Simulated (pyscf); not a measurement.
F–N•–F (SMILES F[N]F) + F–SiH(F)–F (SMILES F[SiH](F)F) → F–Si(F)(F)–F (SMILES F[Si](F)(F)F) + •HN–F (SMILES [NH]F) (four-centre exchange; doublet surface; F–N, H–Si broken, F–Si, H–N formed). Optimised with ωB97X-D3(BJ)/def2-SVP in PySCF. Energies in eV from the separated reactants.

```
level                   barrier  reaction energy
----------------------  -------  ---------------
ωB97X-D3(BJ)/def2-TZVP        …                …
PBE/def2-TZVP              1.68            -2.71
B3LYP-D3(BJ)/def2-TZVP     2.04            -2.98
PBE0-D3(BJ)/def2-TZVP      2.09            -2.94
M06-2X/def2-TZVP              …            -3.18
HF/def2-TZVP               3.42            -3.42
```

### Question
Some entries are withheld; supply them.

### Answer

- ωB97X-D3(BJ)/def2-TZVP, barrier: 2.30
- ωB97X-D3(BJ)/def2-TZVP, reaction energy: -2.95
- M06-2X/def2-TZVP, barrier: 2.30

The functionals in the table span 0.62 eV in this barrier, from PBE to M06-2X. One saddle was located; it need not be the lowest between these sides.
